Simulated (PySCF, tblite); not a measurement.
**C₅H₁₀O+ (doublet): geometry, infrared bands and EPR parameters**

Aim: predict the infrared bands and EPR parameters of C₅H₁₀O+ (doublet) (`C[CH+][C](C)OC`).

Computed with tblite 0.8.0 and PySCF 2.14.0, with density-fitted response routines of our own, on a single molecule in the gas phase. Atoms count from 0, in the outputs and in this text.

## Step 1: Starting geometry

16 atoms, charge 1, multiplicity 2; geometry from: force field or distance geometry start.

Bonds of the start (Å): C0–C1 1.48, C1–C2 1.49, C2–C3 1.51, C2–O4 1.40, O4–C5 1.40, C0–H6 1.12, C0–H7 1.10, C0–H8 1.11, C1–H9 1.10, C3–H10 1.11, C3–H11 1.11, C3–H12 1.14, C5–H13 1.12, C5–H14 1.11, C5–H15 1.11.

## Step 2: Geometry optimisation with GFN2-xTB

Job settings and geometry (Å):

```
{"job": {"kind": "relax", "xc": "GFN2-xTB", "basis": "xTB"}, "charge": 1, "multiplicity": 2}
C     -2.023400     0.790500     0.509200
C     -1.249800    -0.345000    -0.039700
C      0.238700    -0.368600    -0.038800
C      0.663000    -1.756200     0.386000
O      0.801000     0.571000     0.834200
C      1.802400     1.201900     0.090700
H     -3.006800     0.413500     0.904100
H     -2.292300     1.550900    -0.240800
H     -1.518700     1.262600     1.381200
H     -1.793000    -1.214000    -0.429700
H      1.756200    -1.711000     0.580000
H      0.414800    -2.475900    -0.428200
H      0.067300    -1.977600     1.330100
H      2.470000     0.387400    -0.293600
H      1.287200     1.750000    -0.728700
H      2.376000     1.929400     0.707400
```

Started as:

```bash
$ OMP_NUM_THREADS=1 python probes_run.py task.json out
```

One launch serves the whole session: the jobs run in the order shown.

**Question.** This job is followed by: GFN2-xTB harmonic vibrations, gas phase; UKS B3LYP, pcH-1 on C H O, non-relativistic, mean-field spin-orbit, GIAO. What will the session give for the following? strongest single infrared mode (GFN2-xTB); zero-point energy (GFN2-xTB); g(iso) (B3LYP); ⟨S²⟩; largest a(iso) (averaged by class).

As calculated:

```
                                 quantity                       value
strongest single infrared mode (GFN2-xTB)       1314 cm⁻¹, 297 km/mol
             zero-point energy (GFN2-xTB)               84.8 kcal/mol
                           g(iso) (B3LYP)                     2.00356
                                     ⟨S²⟩          0.754 (exact 0.75)
       largest a(iso) (averaged by class)  1H on H6, H7, H8, 76.5 MHz
```

In words: The optimisation took 119 steps and gained 2.426 eV; among the close pairs (by a distance rule), C2–O4 changed most, from 1.400 to 1.309 Å. No mode is imaginary among the 42: a minimum at this level. The strongest single mode, at 1314 cm⁻¹, moves mainly H7 and H6. Unscaled tight-binding wavenumbers are off by several per cent, some by more. Its intensities can rank the bands wrongly. The largest share of the spin, 0.59 e, sits on C1. The isotropic g lies 1.2 ppt above the free-electron value.
